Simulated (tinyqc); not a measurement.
UHF in the sto-3g basis, for H2O, spin multiplicity 1, step by step (part 2 of 2). Computed by tinyqc, a small Python program that keeps every step (integrals from PySCF). Command: `OMP_NUM_THREADS=1 python tinyqc.py 28544 28545 out.jsonl` (the two numbers bound the seeds that draw the settings). One thread of a shared host (Intel(R) Xeon(R) Processor @ 2.60GHz), about 0.1 s of CPU time with the checks.

Geometry (angstrom):
```
atom         x          y         z
O     0.000000   0.000000  0.000000
H     0.000000   0.720000  0.627000
H     0.000000  -0.720000  0.627000
```

## Iteration 2: DIIS over 2 matrices

error matrix X^T (FDS - SDF) X (alpha):
```
           1          2          3          4          5         6         7
1   0.000000   0.000000   0.000484   0.000000   0.025351  0.000000  0.089003
2   0.000000   0.000000   0.000000  -0.184049   0.000000  0.088611  0.000000
3  -0.000484   0.000000   0.000000   0.000000   0.008484  0.000000  0.030053
4   0.000000   0.184049   0.000000   0.000000   0.000000  0.042872  0.000000
5  -0.025351   0.000000  -0.008484   0.000000   0.000000  0.000000  0.013921
6   0.000000  -0.088611   0.000000  -0.042872   0.000000  0.000000  0.000000
7  -0.089003   0.000000  -0.030053   0.000000  -0.013921  0.000000  0.000000
```

B (overlaps of the stored error matrices):
```
               1              2
1  1.6162106e+00  3.9999545e-01
2  3.9999545e-01  2.1318950e-01
```

Minimise |sum c_i e_i|^2 with sum c_i = 1: solve [B -1; -1 0][c; lambda] = [0; -1] with B_ij = tr e_i^T e_j summed over both spins, and take F = sum c_i F_i.

DIIS coefficients: -0.181469  1.181469

extrapolated F(alpha) (hartree), lower triangle:
```
             1O 1s      1O 2s     1O 2px     1O 2py     1O 2pz      2H 1s      3H 1s
1O 1s   -20.245783
1O 2s    -5.165421  -2.458373
1O 2px    0.000000   0.000000  -0.319894
1O 2py    0.000000   0.000000   0.193507  -0.369139
1O 2pz   -0.029669  -0.142915   0.000000   0.000000  -0.380439
2H 1s    -1.202615  -1.038584  -0.031998  -0.383506  -0.407455  -0.589574
3H 1s    -1.202615  -1.038584   0.031998   0.383506  -0.407455  -0.428695  -0.589574
```

extrapolated F(beta) (hartree), lower triangle:
```
             1O 1s      1O 2s     1O 2px     1O 2py     1O 2pz      2H 1s      3H 1s
1O 1s   -20.245783
1O 2s    -5.165421  -2.458373
1O 2px    0.000000   0.000000  -0.319894
1O 2py    0.000000   0.000000  -0.193507  -0.369139
1O 2pz   -0.029669  -0.142915   0.000000   0.000000  -0.380439
2H 1s    -1.202615  -1.038584   0.031998  -0.383506  -0.407455  -0.589574
3H 1s    -1.202615  -1.038584  -0.031998   0.383506  -0.407455  -0.428695  -0.589574
```

## Iteration 2: diagonalisation and new density

X:
```
                1          2          3         4          5          6         7
1O 1s   -0.302072   0.000000   0.757651  0.000000  -0.620262   0.000000  0.143402
1O 2s    1.182723   0.000000  -0.313334  0.000000  -0.316654   0.000000  0.408565
1O 2px   0.000000   0.000000   0.000000  1.000000   0.000000   0.000000  0.000000
1O 2py   0.000000   0.905927   0.000000  0.000000   0.000000   0.710388  0.000000
1O 2pz   0.583916   0.000000   0.647129  0.000000   0.628578   0.000000  0.202823
2H 1s   -0.743559  -0.888025  -0.149001  0.000000   0.120963   0.362354  0.375446
3H 1s   -0.743559   0.888025  -0.149001  0.000000   0.120963  -0.362354  0.375446
```

Diagonalise F' = X^T F X, C = X C', fill 5 alpha and 5 beta electrons from the bottom; D(s) = C_occ C_occ^T. Each column has its largest component positive (the first on a tie).

F' = X^T F X (alpha) (hartree), lower triangle:
```
           1         2          3          4          5          6          7
1   0.242623
2   0.000000  0.677410
3   1.558928  0.000000  -9.080031
4   0.000000  0.232133   0.000000  -0.319894
5  -1.081610  0.000000   8.993477   0.000000  -9.768573
6   0.000000  0.098051   0.000000   0.114276   0.000000  -0.623409
7   0.087069  0.000000  -3.659189   0.000000   3.945327   0.000000  -2.780462
```

orbital energies (alpha) (hartree): MO1 -20.254589, MO2 -1.288260, MO3 -0.661943, MO4 -0.484306, MO5 -0.343443, MO6 0.640712, MO7 0.739493

coefficients C (alpha):
```
              MO1        MO2        MO3        MO4        MO5        MO6        MO7
1O 1s    0.994140  -0.231151   0.000000   0.109345   0.000000  -0.129881   0.000000
1O 2s    0.026527   0.826504   0.000000  -0.561026   0.000000   0.875010   0.000000
1O 2px   0.000000   0.000000  -0.306737   0.000000   0.925470   0.000000   0.222301
1O 2py   0.000000   0.000000   0.661089   0.000000  -0.007275   0.000000   0.942477
1O 2pz   0.004573   0.148449   0.000000   0.760328   0.000000   0.771896   0.000000
2H 1s   -0.005953   0.159106   0.359492   0.276390   0.318558  -0.793052  -0.830165
3H 1s   -0.005953   0.159106  -0.359492   0.276390  -0.318558  -0.793052   0.830165
```

F' = X^T F X (beta) (hartree), lower triangle:
```
           1          2          3          4          5          6          7
1   0.242623
2   0.000000   0.677410
3   1.558928   0.000000  -9.080031
4   0.000000  -0.232133   0.000000  -0.319894
5  -1.081610   0.000000   8.993477   0.000000  -9.768573
6   0.000000   0.098051   0.000000  -0.114276   0.000000  -0.623409
7   0.087069   0.000000  -3.659189   0.000000   3.945327   0.000000  -2.780462
```

orbital energies (beta) (hartree): MO1 -20.254589, MO2 -1.288260, MO3 -0.661943, MO4 -0.484306, MO5 -0.343443, MO6 0.640712, MO7 0.739493

coefficients C (beta):
```
              MO1        MO2        MO3        MO4        MO5        MO6        MO7
1O 1s    0.994140  -0.231151   0.000000   0.109345   0.000000  -0.129881   0.000000
1O 2s    0.026527   0.826504   0.000000  -0.561026   0.000000   0.875010   0.000000
1O 2px   0.000000   0.000000   0.306737   0.000000   0.925470   0.000000  -0.222301
1O 2py   0.000000   0.000000   0.661089   0.000000   0.007275   0.000000   0.942477
1O 2pz   0.004573   0.148449   0.000000   0.760328   0.000000   0.771896   0.000000
2H 1s   -0.005953   0.159106   0.359492   0.276390  -0.318558  -0.793052  -0.830165
3H 1s   -0.005953   0.159106  -0.359492   0.276390   0.318558  -0.793052   0.830165
```

D(alpha) after iteration 2, lower triangle:
```
            1O 1s      1O 2s     1O 2px     1O 2py    1O 2pz      2H 1s     3H 1s
1O 1s    1.053701
1O 2s   -0.226020   0.998563
1O 2px   0.000000   0.000000   0.950582
1O 2py   0.000000   0.000000  -0.209513   0.437091
1O 2pz   0.053370  -0.303749   0.000000   0.000000  0.600157
2H 1s   -0.012474  -0.023717   0.184546   0.235339  0.233739   0.332455
3H 1s   -0.012474  -0.023717  -0.184546  -0.235339  0.233739  -0.128972  0.332455
```

D(beta) after iteration 2, lower triangle:
```
            1O 1s      1O 2s     1O 2px     1O 2py    1O 2pz      2H 1s     3H 1s
1O 1s    1.053701
1O 2s   -0.226020   0.998563
1O 2px   0.000000   0.000000   0.950582
1O 2py   0.000000   0.000000   0.209513   0.437091
1O 2pz   0.053370  -0.303749   0.000000   0.000000  0.600157
2H 1s   -0.012474  -0.023717  -0.184546   0.235339  0.233739   0.332455
3H 1s   -0.012474  -0.023717   0.184546  -0.235339  0.233739  -0.128972  0.332455
```

## Iteration 11 (converged): orbitals

converged F(alpha) (hartree), lower triangle:
```
             1O 1s      1O 2s     1O 2px     1O 2py     1O 2pz      2H 1s      3H 1s
1O 1s   -20.240825
1O 2s    -5.164359  -2.452149
1O 2px    0.000000   0.000000  -0.395962
1O 2py    0.000000   0.000000   0.000000  -0.315298
1O 2pz   -0.029902  -0.136107   0.000000   0.000000  -0.360408
2H 1s    -1.202850  -1.032375   0.000000  -0.381479  -0.393987  -0.589115
3H 1s    -1.202850  -1.032375   0.000000   0.381479  -0.393987  -0.427596  -0.589115
```

converged F(beta) (hartree), lower triangle:
```
             1O 1s      1O 2s     1O 2px     1O 2py     1O 2pz      2H 1s      3H 1s
1O 1s   -20.240825
1O 2s    -5.164359  -2.452149
1O 2px    0.000000   0.000000  -0.395962
1O 2py    0.000000   0.000000   0.000000  -0.315298
1O 2pz   -0.029902  -0.136107   0.000000   0.000000  -0.360408
2H 1s    -1.202850  -1.032375   0.000000  -0.381479  -0.393987  -0.589115
3H 1s    -1.202850  -1.032375   0.000000   0.381479  -0.393987  -0.427596  -0.589115
```

As before.

F' = X^T F X (alpha) (hartree), lower triangle:
```
           1         2          3          4          5          6          7
1   0.223617
2   0.000000  0.714068
3   1.554004  0.000000  -9.075539
4   0.000000  0.000000   0.000000  -0.395962
5  -1.078872  0.000000   8.996669   0.000000  -9.756978
6   0.000000  0.131886   0.000000   0.000000   0.000000  -0.594320
7   0.098354  0.000000  -3.652011   0.000000   3.954034   0.000000  -2.768957
```

orbital energies (alpha) (hartree): MO1 -20.249628, MO2 -1.277494, MO3 -0.607482, MO4 -0.468952, MO5 -0.395962, MO6 0.618216, MO7 0.727230

coefficients C (alpha):
```
              MO1        MO2        MO3        MO4       MO5        MO6        MO7
1O 1s    0.994141  -0.232078   0.000000   0.107562  0.000000  -0.129710   0.000000
1O 2s    0.026516   0.830676   0.000000  -0.557644  0.000000   0.873219   0.000000
1O 2px   0.000000   0.000000   0.000000   0.000000  1.000000   0.000000   0.000000
1O 2py   0.000000   0.000000   0.616915   0.000000  0.000000   0.000000   0.971993
1O 2pz   0.004571   0.137482   0.000000   0.756409  0.000000   0.777756   0.000000
2H 1s   -0.005936   0.157975   0.448747   0.283957  0.000000  -0.790601  -0.847652
3H 1s   -0.005936   0.157975  -0.448747   0.283957  0.000000  -0.790601   0.847652
```

F' = X^T F X (beta) (hartree), lower triangle:
```
           1         2          3          4          5          6          7
1   0.223617
2   0.000000  0.714068
3   1.554004  0.000000  -9.075539
4   0.000000  0.000000   0.000000  -0.395962
5  -1.078872  0.000000   8.996669   0.000000  -9.756978
6   0.000000  0.131886   0.000000   0.000000   0.000000  -0.594320
7   0.098354  0.000000  -3.652011   0.000000   3.954034   0.000000  -2.768957
```

orbital energies (beta) (hartree): MO1 -20.249628, MO2 -1.277494, MO3 -0.607482, MO4 -0.468952, MO5 -0.395962, MO6 0.618216, MO7 0.727230

coefficients C (beta):
```
              MO1        MO2        MO3        MO4       MO5        MO6        MO7
1O 1s    0.994141  -0.232078   0.000000   0.107562  0.000000  -0.129710   0.000000
1O 2s    0.026516   0.830676   0.000000  -0.557644  0.000000   0.873219   0.000000
1O 2px   0.000000   0.000000   0.000000   0.000000  1.000000   0.000000   0.000000
1O 2py   0.000000   0.000000   0.616915   0.000000  0.000000   0.000000   0.971993
1O 2pz   0.004571   0.137482   0.000000   0.756409  0.000000   0.777756   0.000000
2H 1s   -0.005936   0.157975   0.448747   0.283957  0.000000  -0.790601  -0.847652
3H 1s   -0.005936   0.157975  -0.448747   0.283957  0.000000  -0.790601   0.847652
```

D(alpha) after iteration 11, lower triangle:
```
            1O 1s      1O 2s    1O 2px     1O 2py    1O 2pz      2H 1s     3H 1s
1O 1s    1.053746
1O 2s   -0.226402   1.001694
1O 2px   0.000000   0.000000  1.000000
1O 2py   0.000000   0.000000  0.000000   0.380584
1O 2pz   0.053999  -0.307483  0.000000   0.000000  0.591077
2H 1s   -0.012021  -0.027278  0.000000   0.276839  0.236479   0.306997
3H 1s   -0.012021  -0.027278  0.000000  -0.276839  0.236479  -0.095751  0.306997
```

D(beta) after iteration 11, lower triangle:
```
            1O 1s      1O 2s    1O 2px     1O 2py    1O 2pz      2H 1s     3H 1s
1O 1s    1.053746
1O 2s   -0.226402   1.001694
1O 2px   0.000000   0.000000  1.000000
1O 2py   0.000000   0.000000  0.000000   0.380584
1O 2pz   0.053999  -0.307483  0.000000   0.000000  0.591077
2H 1s   -0.012021  -0.027278  0.000000   0.276839  0.236479   0.306997
3H 1s   -0.012021  -0.027278  0.000000  -0.276839  0.236479  -0.095751  0.306997
```

## Convergence

Stop when the energy changes by less than 1e-10 hartree and every element of the error matrix X^T (F D S - S D F) X (for each spin) is below 3e-06.

Course of the cycle:
```
iteration   E (hartree)     change  largest element of the error matrix
1          -73.36719991          -                             4.66e-01
2          -74.76756472  -1.40e+00                             1.84e-01
3          -74.91442662  -1.47e-01                             1.06e-01
4          -74.96057750  -4.62e-02                             2.17e-02
5          -74.96260751  -2.03e-03                             3.71e-03
6          -74.96262684  -1.93e-05                             1.58e-03
7          -74.96263351  -6.66e-06                             3.02e-04
8          -74.96263391  -4.08e-07                             1.88e-04
9          -74.96263400  -8.87e-08                             6.88e-06
10         -74.96263400  -1.18e-10                             1.70e-07
11         -74.96263400  -2.84e-14                             3.06e-08
```

PySCF UHF in the same basis, after a stability check = -74.96263400 hartree

Converged in 11 iterations.

## Populations, bond orders and dipole

overlap S, lower triangle:
```
           1O 1s     1O 2s    1O 2px     1O 2py    1O 2pz     2H 1s     3H 1s
1O 1s   1.000000
1O 2s   0.236704  1.000000
1O 2px  0.000000  0.000000  1.000000
1O 2py  0.000000  0.000000  0.000000   1.000000
1O 2pz  0.000000  0.000000  0.000000   0.000000  1.000000
2H 1s   0.054294  0.476422  0.000000   0.297358  0.258950  1.000000
3H 1s   0.054294  0.476422  0.000000  -0.297358  0.258950  0.279612  1.000000
```

Mulliken: Z minus the diagonal of D S on the atom; Loewdin: the same with S^(1/2) D S^(1/2); Mayer order: 2 sum_s sum (D(s) S)_ij (D(s) S)_ji over the two atoms.

Charges (e):
```
atom   Mulliken    Loewdin  Mulliken spin
1O    -0.359472  -0.248741              0
2H     0.179736   0.124370              0
3H     0.179736   0.124370              0
```

Mayer bond orders:
```
pair     order
2-1   0.959723
3-1   0.959723
3-2   0.007972
```

dipole moment about the origin, x y z (debye): 0.000000  0.000000  1.771218

<S^2> of the determinant (pure state: 0) = 0.000000
